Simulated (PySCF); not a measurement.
**Nitrogen: a sound run and one with changed settings**

Sound run: N [He] 2s2 2p3, N⁺ [He] 2s2 2p2. Calculation: PySCF 2.14, in x2c-SVPall (3s2p1d, 14 functions); scalar relativity by spin-free X2C-1e. In the sound run the correlated levels freeze 1s2. The sound run starts from symmetry-adapted Hartree-Fock orbitals and uses a fine grid where one is needed.

Changed run: basis STO-3G, all-electron and non-relativistic. This setting is unsound on purpose.

```json
{"species": "N", "method": "UHF", "sound run (hartree)": "-54.36545", "changed run (hartree)": "-53.71901", "converged": "yes"}
{"species": "N", "method": "B3LYP", "sound run (hartree)": "-54.56738", "changed run (hartree)": "-53.88618", "converged": "yes"}
{"species": "N", "method": "r2SCAN", "sound run (hartree)": "-54.54481", "changed run (hartree)": "-53.87648", "converged": "yes"}
{"species": "N", "method": "MP2", "sound run (hartree)": "-54.43508", "changed run (hartree)": "-53.71901", "converged": "yes"}
{"species": "N⁺", "method": "UHF", "sound run (hartree)": "-53.84987", "changed run (hartree)": "-53.24264", "converged": "yes"}
{"species": "N⁺", "method": "B3LYP", "sound run (hartree)": "-54.02837", "changed run (hartree)": "-53.39262", "converged": "yes"}
{"species": "N⁺", "method": "r2SCAN", "sound run (hartree)": "-53.99865", "changed run (hartree)": "-53.37344", "converged": "yes"}
{"species": "N⁺", "method": "MP2", "sound run (hartree)": "-53.90413", "changed run (hartree)": "-53.25331", "converged": "yes"}
{"species": "N⁺", "method": "CCSD(T)", "sound run (hartree)": "-53.92629", "changed run (hartree)": "-53.26332", "converged": "yes"}
```

Ionisation energy of N:

| method | sound run (eV) | changed run (eV) |
| --- | --- | --- |
| UHF | 14.030 | 12.963 |
| B3LYP | 14.667 | 13.431 |
| r2SCAN | 14.862 | 13.688 |
| MP2 | 14.448 | 12.672 |
| SCS-MP2 | 14.237 | 12.614 |

A minimal basis cannot let orbitals breathe on ionisation and holds almost no correlation. The Hamiltonian changed with the basis, so the totals do not compare.

For comparison, NIST gives 14.534 eV between the lowest levels.
